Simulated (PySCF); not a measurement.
# How far are cheaper levels from CCSD(T)/CBS for BN⁺?

PySCF; the state is a quartet (σ ↑, π ↑↑). The composite is CCSD(T) extrapolated to the basis-set limit from two correlation-consistent sets, with core-valence (CV) and scalar-relativistic (SR) terms as its label shows; it has no spin–orbit coupling and nothing beyond (T). Here it is CCSD(T)/CBS(TQ)+CV+SR. It gives Re = 1.445 Å, ωe = 1078 cm⁻¹ and De = 1.41 eV to B⁺ + N.

| level | basis | relativity | Re (Å) | ωe (cm⁻¹) | De (eV) |
| --- | --- | --- | --- | --- | --- |
| UHF | aug-pcseg-1 | no relativity | 1.413 | 1218 | 0.78 |
| UHF | cc-pVTZ | no relativity | 1.413 | 1222 | 0.84 |
| UHF-MP2 | 6-311G(d,p) | no relativity | 1.433 | 1195 | 1.30 |
| UHF-MP2 | cc-pVTZ | no relativity | 1.432 | 1209 | 1.49 |
| UHF-CCSD | 6-311G(d,p) | no relativity | 1.460 | 992 | 0.88 |
| UHF-CCSD | aug-pcseg-1 | no relativity | 1.459 | 1019 | 0.88 |
| UHF-CCSD | cc-pVTZ | no relativity | 1.453 | 1048 | 1.08 |
| revPBE | def2-TZVPPD | no relativity | 1.462 | 1088 | 2.36 |
| M06 | 6-311G(d,p) | no relativity | 1.437 | 1179 | 1.93 |
| M06 | cc-pVTZ | no relativity | 1.438 | 1191 | 2.01 |

**Question.** Give the difference of each row from the composite.

**Answer.** 

```tsv
level	basis	ΔRe (pm)	Δωe (%)	ΔDe (eV)
UHF	aug-pcseg-1	-3.2	+13.0	-0.63
UHF	cc-pVTZ	-3.2	+13.4	-0.57
UHF-MP2	6-311G(d,p)	-1.2	+10.9	-0.11
UHF-MP2	cc-pVTZ	-1.3	+12.2	+0.08
UHF-CCSD	6-311G(d,p)	+1.5	-8.0	-0.53
UHF-CCSD	aug-pcseg-1	+1.4	-5.5	-0.53
UHF-CCSD	cc-pVTZ	+0.8	-2.8	-0.33
revPBE	def2-TZVPPD	+1.7	+0.9	+0.95
M06	6-311G(d,p)	-0.8	+9.4	+0.52
M06	cc-pVTZ	-0.7	+10.5	+0.60
```

**Question.** Which rows come closest in De?

**Answer.** UHF-MP2 in cc-pVTZ (+0.08 eV), counted from the composite.

Correlated steps freeze 2 core orbitals. Correlated levels converge slowly with the basis: in double zeta they bind strong bonds too weakly, by up to about 1 eV, and carry superposition errors of some tenths. For an ion De counts to the pair picked by the measured ionisation energies or electron affinities, which need not be the lowest pair at this level. The CCSD T1 diagnostic is raised in BN⁺, a sign that a single reference may not be enough there. The state was picked by a PBE0 search and need not be the measured ground state.
